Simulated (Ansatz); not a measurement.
We consider zinc-blende AlP, described by rVV10 in Ansatz (PAW).

Total energies, extrapolated to zero smearing (they compare only within this program, potentials and cutoff; free atoms with spin allowed, lowest state found):

```json
[
 {"system": "zinc-blende AlP, relaxed", "energy (eV/atom)": "-658.0080"},
 {"system": "free Al atom", "energy (eV/atom)": "-543.8307"},
 {"system": "free P atom", "energy (eV/atom)": "-763.8999"}
]
```

### Question
Work out the cohesive energy per atom.

### Answer
E_coh = [1 × (-543.8307) + 1 × (-763.8999)]/2 − (-658.0080) = 4.14 eV/atom. The reference value is 4.32 eV/atom (measured, static lattice: zero-point vibration energy added, our sources range from 4.20 to 4.32; as tabulated in Mejia-Rodriguez and Trickey (2018), arXiv:1807.09216), a difference of -0.18 eV/atom.

The PAW data were made under PBE.

Ansatz is a first-principles code.
